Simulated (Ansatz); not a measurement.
# N2H3 (quartet): wave-function methods side by side at distance N1–H4 along a hydrogen transfer = 1.175 Å, cc-pVDZ

Aim: climb from Hartree-Fock through coupled cluster and multireference methods for N2H3 (quartet) at one geometry and basis, and see what each rung misses.

Method: cc-pVDZ, core rule «outside noble gas», up to 2 orbitals frozen; program: Ansatz 0.2.0, Gaussian basis.

To be run: UHF; CCSD(T) on ROHF; CCSD(T) on UHF; BCCD(T) on ROHF; CISD; CCSDT(Q) on ROHF; CCSDT(Q) on UHF; CASSCF and MRCISD+Q, 5 electrons in 5 orbitals; CASSCF and NEVPT2, 5 electrons in 5 orbitals; CASSCF and NEVPT2, 13 electrons in 11 orbitals.

7 further runs of the same task are left out: 6 that didn't finish, 1 set aside as unsound or not needed.

### Step 1. The geometry

The geometry derives from fragments relaxed apart (PBE0/def2-TZVP) and kept rigid, so it is no stationary point. A hydrogen atom is moved between rigid fragments.

5 atoms, charge 0, spin multiplicity 4.

Atoms are counted from 1 here; the program's logs count them from 0.

Bond lengths: N1–H2 1.012 Å, N1–H3 1.012 Å, N1–H4 1.175 Å. Angles: H2–N1–H3 107.1°, H2–N1–H4 107.1°, H3–N1–H4 107.1°.

### Step 2. UHF

Contents of in.yaml:

```yaml
crystal:
  periodic: [false, false, false]
  atoms:
    - {symbol: N, position_ang: [-1.202576, -0.018366, -0.028586]}
    - {symbol: H, position_ang: [-1.499856, 0.949467, -0.028586]}
    - {symbol: H, position_ang: [-1.499855, -0.420665, 0.851673]}
    - {symbol: H, position_ang: [-0.027576, -0.018366, -0.028587]}
    - {symbol: N, position_ang: [1.420424, -0.018365, -0.028587]}
basis:
  gaussian: {orbitals: cc-pVDZ}
magnetization: {spin_polarized: true, initial_magnetization: 3}
hamiltonian: {xc: hf}
output: {orbitals: {seedname: orbitals}}
```

Run with:

```sh
> ansatz run in.yaml --threads 1 --pin off --events-out ev --progress --plain --max-ram 2393MiB
```

The runs that follow: CCSD(T) on ROHF; CCSD(T) on UHF; BCCD(T) on ROHF; CISD; CCSDT(Q) on ROHF; CCSDT(Q) on UHF; CASSCF and MRCISD+Q, 5 electrons in 5 orbitals; CASSCF and NEVPT2, 5 electrons in 5 orbitals; CASSCF and NEVPT2, 13 electrons in 11 orbitals.

**Question.** What will the summary of the whole plan be? Wanted: UCCSDT(Q) below the RHF energy; RMP2 from UCCSDT(Q); UMP2 from UCCSDT(Q); RCCSD from UCCSDT(Q); RCCSD(T) from UCCSDT(Q); UCCSD(T) from UCCSDT(Q); RCCSDT(Q) from UCCSDT(Q); NEVPT2 pair from UCCSDT(Q); MRCISD+Q pair from UCCSDT(Q).

**Answer**, as computed:

| quantity | value |
| --- | --- |
| UCCSDT(Q) below the RHF energy | -8.5708 eV |
| RMP2 from UCCSDT(Q) | +107.8 kJ/mol |
| UMP2 from UCCSDT(Q) | +105.4 kJ/mol |
| RCCSD from UCCSDT(Q) | +19.3 kJ/mol |
| RCCSD(T) from UCCSDT(Q) | +3.2 kJ/mol |
| UCCSD(T) from UCCSDT(Q) | +3.0 kJ/mol |
| RCCSDT(Q) from UCCSDT(Q) | +0.2 kJ/mol |
| NEVPT2 pair from UCCSDT(Q) | +104.0 kJ/mol |
| MRCISD+Q pair from UCCSDT(Q) | +7.6 kJ/mol |
| NEVPT2 valence from UCCSDT(Q) | +118.1 kJ/mol |
| levels within 1 kcal/mol (43 meV) | RCCSD(T), UCCSD(T), BCCD(T), RCCSDT, UCCSDT, RCCSDT(Q) |
| T1 diagnostic | 0.024 |
| effectively unpaired electrons | 3.02 |

RCCSD(T) misses by +3.2 kJ/mol, 0.4 % of the correlation energy. One determinant dominates. Of the multireference levels listed MRCISD+Q pair comes nearest in total energy (+7.6 kJ/mol), which doesn't show that its space is the better one. These misses are within one basis, not against nature; the frozen cores of restricted and unrestricted runs differ, which can shift their rows.
